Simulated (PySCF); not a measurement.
## Basis-set dependence of LiN at CCSD(T)

PySCF, UHF reference; triplet, unpaired electrons π ↑↑; De to Li + N without counterpoise correction. Frozen cores follow the default of each basis and core potential.

```json
{"basis": "pcseg-2", "relativity": "no relativity", "functions": "45", "Re (Å)": "1.859", "ωe (cm⁻¹)": "674", "De (eV)": "1.45", "frozen orbitals": "1"}
{"basis": "x2c-TZVPPall", "relativity": "spin-free X2C", "functions": "50", "Re (Å)": "1.870", "ωe (cm⁻¹)": "666", "De (eV)": "1.36", "frozen orbitals": "1"}
{"basis": "cc-pVTZ", "relativity": "no relativity", "functions": "60", "Re (Å)": "1.868", "ωe (cm⁻¹)": "665", "De (eV)": "1.45", "frozen orbitals": "1"}
```

(1) How does each smaller set differ from the one with most functions, cc-pVTZ?

Correlated steps freeze 1 core orbital. The state was picked by a PBE0 search and need not be the measured ground state.

## Answers

(1) pcseg-2: -0.9 pm, +1.4 % in ωe, +0.00 eV in De; x2c-TZVPPall: +0.2 pm, +0.2 % in ωe, -0.09 eV in De. All at CCSD(T); the set with most functions is neither the basis-set limit nor always the best. The rows treat relativity differently, so the differences are not basis effects alone.
